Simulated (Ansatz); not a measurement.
Geometry optimisation, RKS PBE0-D4/def2-SVP in Ansatz.

input.yaml

```yaml
crystal:
  periodic: [false, false, false]
  atoms:
    - { symbol: C, position_ang: [0.1257, -0.8551, 1.146] }
    - { symbol: C, position_ang: [0.0005, 0.1656, 0.0025] }
    - { symbol: C, position_ang: [1.2155, 0.82, -0.4876] }
    - { symbol: O, position_ang: [2.1866, 0.1868, -1.0611] }
    - { symbol: C, position_ang: [-1.1669, 0.0836, -0.9672] }
    - { symbol: O, position_ang: [-1.1163, 1.0832, 0.0977] }
    - { symbol: H, position_ang: [0.692, -1.6831, 0.8437] }
    - { symbol: H, position_ang: [-0.8763, -1.1405, 1.4351] }
    - { symbol: H, position_ang: [0.5614, -0.3339, 2.0464] }
    - { symbol: H, position_ang: [1.3563, 1.8981, -0.2458] }
    - { symbol: H, position_ang: [-1.0452, 0.4354, -1.9473] }
    - { symbol: H, position_ang: [-1.8563, -0.7154, -0.8284] }
basis:
  gaussian: { orbitals: def2-SVP }
hamiltonian:
  xc: pbe0
  dispersion: d4
relax:
  f_tol: 0.02
  max_steps: 50
```

Launched with:

```bash
$ ansatz run input.yaml --threads 2 --pin off --max-ram 3072MiB --backend cpu --events-out ev --progress --plain --runs-dir out
```

Task: Where does it end, and by what steps?

Result: It converged. After 12 steps the energy has fallen by 0.786 eV; H10 moved furthest, 0.90 Å.

```tsv
step	energy less start (eV)	largest force component (eV/Å)	accepted
0	0.0000	5.630	yes
1	-0.4640	2.661	yes
2	-0.6056	0.881	yes
3	-0.6808	0.395	yes
4	-0.7095	0.705	yes
5	-0.7461	0.420	yes
6	-0.7623	0.549	yes
7	-0.7813	0.271	yes
8	-0.7835	0.381	yes
9	-0.7843	0.201	yes
10	-0.7860	0.037	yes
11	-0.7862	0.044	yes
12	-0.7862	0.010	yes
```

```xyz
12
Properties=species:S:1:pos:R:3
C 0.126 -0.894 1.097
C -0.013 0.158 0.039
C 1.250 0.770 -0.483
O 2.346 0.320 -0.289
C -1.169 0.206 -0.877
O -1.056 1.113 0.182
H 0.767 -1.710 0.734
H -0.858 -1.297 1.373
H 0.601 -0.472 1.994
H 1.077 1.703 -1.080
H -1.063 0.626 -1.887
H -1.932 -0.577 -0.771
```

Whether the end is a true minimum wasn't checked by a vibrational analysis.

Run time: 35 s on 2 threads of Arm Neoverse V2 (shared host), peak memory 0.26 GiB.
